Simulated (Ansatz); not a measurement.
## doublet NO: levels of theory in one basis

```yaml
atoms:
  - { symbol: N, position_ang: [0.0000, 0.0000, 0.0000] }
  - { symbol: O, position_ang: [0.0000, 0.0000, 1.4400] }
```

Basis set: def2-SVP (spherical functions). Left uncorrelated: 2 orbitals. Correlation on ROHF uses semicanonical orbitals with singles. Charge 0, multiplicity 2.

Computed with Ansatz (development build ahead of 0.2.0); each method stands on the lowest determinant of its kind that the runs found.

| method | E − E(ROHF) (eV) | <S²> of the determinant |
| --- | --- | --- |
| ROHF | 0.00 | 0.75 |
| UHF | -2.10 | 1.61 |
| ROHF-MP2 | -10.47 | – |

**Question.** What does UHF-MP2 give on the same scale?

**Answer.** -8.90 eV.

**Question.** Is a single determinant a sound starting point here?

**Answer.** It is doubtful. Unrestricted orbitals lower Hartree–Fock by 2.10 eV and <S²> is 1.61 where a pure state has 0.75, a sign of strong static correlation.

Caution for ROHF, ROHF-MP2: an unrestricted determinant lies well below. Caution for UHF, UHF-MP2: the unrestricted determinant is a mixture of spin states. Caution for ROHF-MP2, UHF-MP2: bonds are stretched, where a single reference can fail; forces differ strongly between restricted and unrestricted references. Caution for ROHF-MP2: other determinants can give a lower correlated total.
